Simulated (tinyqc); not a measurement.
CIS and TDHF on RHF in the sto-3g basis, for H2O, spin multiplicity 1, step by step. One step of it, computed by the program tinyqc.

Problem. CIS singlet states. Diagonalise A (1 hartree = 27.211386 eV); each vector has its largest component positive (the first on a tie). The transition dipole is mu = sqrt2 sum c_ia <i|r|a>.

CIS matrix A, singlet (hartree):
```
           1>6        1>7       2>6        2>7        3>6        3>7        4>6        4>7
1>6  19.976268   0.000000  0.025753   0.000000   0.000000  -0.018000  -0.019189   0.000000
1>7   0.000000  20.023840  0.000000   0.049176  -0.002509   0.000000   0.000000  -0.024624
2>6   0.025753   0.000000  1.222419   0.000000   0.000000   0.050006   0.076515   0.000000
2>7   0.000000   0.049176  0.000000   1.295062  -0.030669   0.000000   0.000000  -0.013945
3>6   0.000000  -0.002509  0.000000  -0.030669   0.593624   0.000000   0.000000   0.050452
3>7  -0.018000   0.000000  0.050006   0.000000   0.000000   0.855152   0.137327   0.000000
4>6  -0.019189   0.000000  0.076515   0.000000   0.000000   0.137327   0.499534   0.000000
4>7   0.000000  -0.024624  0.000000  -0.013945   0.050452   0.000000   0.000000   0.543657
5>6   0.000000   0.000000  0.000000   0.000000   0.000000   0.000000   0.000000   0.000000
5>7   0.000000   0.000000  0.000000   0.000000   0.000000   0.000000   0.000000   0.000000

          5>6       5>7
1>6  0.000000  0.000000
1>7  0.000000  0.000000
2>6  0.000000  0.000000
2>7  0.000000  0.000000
3>6  0.000000  0.000000
3>7  0.000000  0.000000
4>6  0.000000  0.000000
4>7  0.000000  0.000000
5>6  0.310058  0.000000
5>7  0.000000  0.394559
```

dipole integrals <i|r|a> (bohr):
```
            x          y          z
1>6  0.000000   0.000000   0.043237
1>7  0.000000   0.055526   0.000000
2>6  0.000000   0.000000  -0.004998
2>7  0.000000  -0.071838   0.000000
3>6  0.000000  -1.022654   0.000000
3>7  0.000000   0.000000  -0.656647
4>6  0.000000   0.000000  -0.536733
4>7  0.000000  -0.811033   0.000000
5>6  0.073493   0.000000   0.000000
5>7  0.000000   0.000000   0.000000
```

Give: singlet excitation energies; lowest vectors; oscillator strengths 2/3 w |mu|^2.

Solution.

singlet excitation energies (eV): 8.437  10.736  12.205  13.940  16.960  24.132  33.788  35.283  543.584  544.881

lowest vectors:
```
     state 1  state 2  state 3  state 4  state 5  state 6
1>6    0.000    0.000    0.001    0.000    0.000    0.001
1>7    0.000    0.000    0.000    0.001    0.001    0.000
2>6    0.000    0.000   -0.074    0.000    0.000   -0.206
2>7    0.000    0.000    0.000   -0.006    0.050    0.000
3>6    0.000    0.000    0.000   -0.529    0.848    0.000
3>7    0.000    0.000   -0.311    0.000    0.000    0.934
4>6    0.000    0.000    0.948    0.000    0.000    0.291
4>7    0.000    0.000    0.000    0.849    0.528    0.000
5>6    1.000    0.000    0.000    0.000    0.000    0.000
5>7    0.000    1.000    0.000    0.000    0.000    0.000
```

oscillator strengths 2/3 w |mu|^2: 0.002  0.000  0.055  0.015  1.402  0.698
